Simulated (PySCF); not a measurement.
Computed with PySCF and rigid-rotor harmonic-oscillator thermochemistry at 1 bar. The comparison is the NASA 1993 polynomial table, which mixes measured and estimated data. 6-31G* has spherical d functions here. All species are closed-shell singlets. B3LYP is the form with VWN-RPA correlation. The harmonic model lacks anharmonicity and excited electronic states, which grow with temperature; levels with a mode under 35 cm⁻¹ are left out. The table's entry may be an old estimate for BHF2 (not checked at source).

Harmonic frequencies at B3LYP/6-31G* (cm⁻¹): 541, 944, 1125, 1179, 1477, 2740. Point group C2v; S°(298 K) = 244.5 J/mol/K at this level.

Q: Work out Cp and S° of gaseous BHF2 at 500, 800, 1200, 1600, 2000 K from these, and set them beside the table.

A: 
| T (K) | Cp B3LYP/6-31G* | Cp table | S° B3LYP/6-31G* | S° table |
|---|---|---|---|---|
| 500 | 54.3 | 54.5 | 269.3 | 268.9 |
| 800 | 65.5 | 65.9 | 297.5 | 297.3 |
| 1200 | 73.1 | 73.1 | 325.7 | 325.6 |
| 1600 | 76.8 | 76.9 | 347.3 | 347.2 |
| 2000 | 78.8 | 79.2 | 364.7 | 364.6 |
Units J/mol/K.
